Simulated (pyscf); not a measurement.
PySCF, gas phase, ωB97X-D3(BJ)/def2-SVP geometries.

**Question.** Estimate by transition-state theory the rate constant of digermane (H₃Ge–GeH₃) + hydrogen fluoride (HF) → F–GeH₂–GeH₃ + hydrogen (H₂) (singlet surface; Ge–H, F–H broken, F–Ge, H–H formed) at 600 K, with ωB97M-D3(BJ)/def2-TZVP energies (ideal gas, 1 atm, RRHO with modes under 100 cm⁻¹ raised to 100, one conformer, R ln 2 for chiral ones without a mode under 150 cm⁻¹; no tunnelling).

**Answer.** The electronic barrier is 37.4 kcal/mol and the thermal terms add +16.0, so ΔG‡ = 53.5 kcal/mol. With k_BT/h = 1.25e+13 s⁻¹ and RT = 1.192 kcal/mol, and a volume of 8.18e-20 cm³ per molecule at 1 atm, k = 3.4e-26 cm³ molecule⁻¹ s⁻¹. Wigner's tunnelling factor for 1190i cm⁻¹ would be 1.34. A shift of 1 kcal/mol in the barrier changes k by a factor 2.3. At the saddle there is also a short Ge–H contact that neither side keeps. One saddle was located; it need not be the lowest between these sides. Elements up to Kr have no core potential and no relativistic terms here.
